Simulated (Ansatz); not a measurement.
## Relaxing ZnS2

Method: DFT r2SCAN, scalar-relativistic, plane waves, PAW in Ansatz. Cutoff 500 eV, Γ-centred k mesh, Gaussian smearing, no spin polarisation in the final step.

The start puts ZnS2 on the fluorite structure type (Fm-3m, No. 225), with Zn in place of Ca, S in place of F, at a guessed volume.

```
CELL_PARAMETERS angstrom
0.00000 2.96318 2.96318
2.96318 0.00000 2.96318
2.96318 2.96318 0.00000
ATOMIC_POSITIONS crystal
Zn 0.00000 0.00000 0.00000
S 0.25000 0.25000 0.25000
S 0.75000 0.75000 0.75000
```

Cell and atoms relax at zero pressure; the relaxation can't lower the symmetry of the start.

The zero of energy is the elements' standard structures at the same level; no fitted shifts are applied.

**Question.** What does it relax into?

**Answer.** It keeps Fm-3m (No. 225). The result has the fluorite structure. Conventional cell: a = 6.013 Å. Around Zn lie 8 S at 2.60 Å; S has 4 Zn at 2.60 Å and 6 S at 3.01 Å.

```cif
data_structure
_symmetry_space_group_name_H-M 'Fm-3m'
_symmetry_Int_Tables_number 225
_cell_length_a 6.0127
_cell_length_b 6.0127
_cell_length_c 6.0127
_cell_angle_alpha 90.000
_cell_angle_beta 90.000
_cell_angle_gamma 90.000
_cell_volume 217.37
loop_
_atom_site_label
_atom_site_type_symbol
_atom_site_symmetry_multiplicity
_atom_site_Wyckoff_symbol
_atom_site_fract_x
_atom_site_fract_y
_atom_site_fract_z
_atom_site_occupancy
Zn1 Zn 4 a 0.00000 0.00000 0.00000 1
S1 S 8 c 0.25000 0.75000 0.75000 1
```

**Question.** What are its volume, energy, density and gap?

**Answer.** The volume per atom is 18.11 Å³, the density is 3.96 g/cm³ and the energy over the elements is 0.22 eV/atom. The gap on the 14×14×14 mesh is 0 eV (a metal).

The final run used a 14×14×14 mesh on its 3-atom cell and 0.10 eV smearing. The k mesh leaves about 4 meV/atom of noise in metals. Symmetry constrained the relaxation, so the result can be a saddle point. The steps took of the order of 110 core-seconds in all.

Cost: 2 runs of about 1.9 core-minutes in all, on AMD EPYC 7R43 (Zen 3) (shared hosts).